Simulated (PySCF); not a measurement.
**CH4Si (SMILES C=[SiH2]): PBE0/STO-3G**

Aim: the vertical singlet–triplet gap of CH4Si at PBE0/STO-3G, from 2 runs. The job is set up through a Python script.

The results are computed with PySCF 2.14.0.

5 further runs of the same task are left out: 5 set aside as unsound or not needed.

**1. The structure to begin with**

CH4Si has 6 atoms, charge 0, and is taken as a singlet. SMILES: `C=[SiH2]`. Geometry: relaxed at GFN2-xTB.

Bond lengths: C1–Si2 1.748 Å, C1–H3 1.077 Å, C1–H4 1.077 Å, Si2–H5 1.458 Å, Si2–H6 1.458 Å. Angles: C1–Si2–H5 124.5°, C1–Si2–H6 124.6°, Si2–C1–H3 122.4°, Si2–C1–H4 122.5°, H5–Si2–H6 110.9°, H3–C1–H4 115.0°.

**2. A single-point energy at PBE0/STO-3G**

input.py

```python
from pyscf import gto, dft

mol = gto.Mole()
mol.atom = '''
C   -0.738690  -0.547160  -0.265100
Si   0.611270   0.451760   0.218260
H   -1.408510  -0.996610   0.448130
H   -0.962920  -0.758160  -1.296740
H    0.952980   0.765970   1.600750
H    1.545870   1.084200  -0.705300
'''
mol.basis = 'sto-3g'
mol.verbose = 3
mol.max_memory = 1860
mol.build()

myscf = dft.RKS(mol, xc='pbe0')
myscf.conv_tol = 1e-10
myscf.grids.level = 5
myscf.kernel()
if not myscf.converged:
    myscf = myscf.newton().run(myscf.mo_coeff, myscf.mo_occ)

energy = myscf.e_tot
print('Final energy', energy)
```

Run with:

```console
OMP_NUM_THREADS=1 python input.py
```

Log:

```text
converged SCF energy = -325.907284264338
Final energy -325.90728426433816
```

Wall time 2.2 s (1 thread of Arm Neoverse V2, shared host); peak memory 0.2 GiB.

**3. The triplet, same level**

input.py

```python
from pyscf import gto, dft

system = gto.M(
    atom='''
C     -0.738690    -0.547160    -0.265100
Si     0.611270     0.451760     0.218260
H     -1.408510    -0.996610     0.448130
H     -0.962920    -0.758160    -1.296740
H      0.952980     0.765970     1.600750
H      1.545870     1.084200    -0.705300
''',
    verbose=3,
    charge=0,
    spin=2,
    basis='sto-3g',
    max_memory=1860,
)

mf = dft.UKS(system)
mf.xc = 'pbe0'
mf.conv_tol = 1e-10
mf.grids.level = 5
mf.kernel()
if not mf.converged:
    mf = mf.newton().run(mf.mo_coeff, mf.mo_occ)

etot = mf.e_tot
print(f'total energy: {etot:.8f} hartree')
```

Run with:

```console
OMP_NUM_THREADS=1 python input.py
```

Log:

```text
WARN: HOMO 0.012318683022876 >= LUMO -0.204673507085933

converged SCF energy = -325.807010807361  <S^2> = 2.0084646  2S+1 = 3.0056378
total energy: -325.80701081 hartree
```

It took 3.3 s on 1 thread of Arm Neoverse V2, shared host; peak memory 0.2 GiB.

**4. What came out**

Level: PBE0/STO-3G.

| quantity | value |
| --- | --- |
| singlet: total energy | -325.90728 Eh |
| singlet: dipole moment | 0.80 D |
| singlet: HOMO energy | -3.48 eV |
| singlet: LUMO energy | 3.08 eV |
| singlet: HOMO–LUMO gap | 6.56 eV |
| triplet: total energy | -325.80701 Eh |
| triplet: dipole moment | 0.36 D |
| triplet: HOMO energy (highest over α and β) | -0.44 eV |
| triplet: LUMO energy (lowest over α and β) | 0.52 eV |
| triplet: ⟨S²⟩ | 2.008 |
| vertical energy of the triplet above the singlet | 2.729 eV |

**Reading.** At this shape the triplet lies 2.73 eV (263 kJ/mol) above the singlet. In a minimal basis such a difference can be off by several eV, whatever the method. Mulliken charges (singlet) run from -0.39 on C1 to +0.47 on Si2. Mulliken charges (triplet) run from -0.33 on C1 to +0.40 on Si2; they depend strongly on the basis.
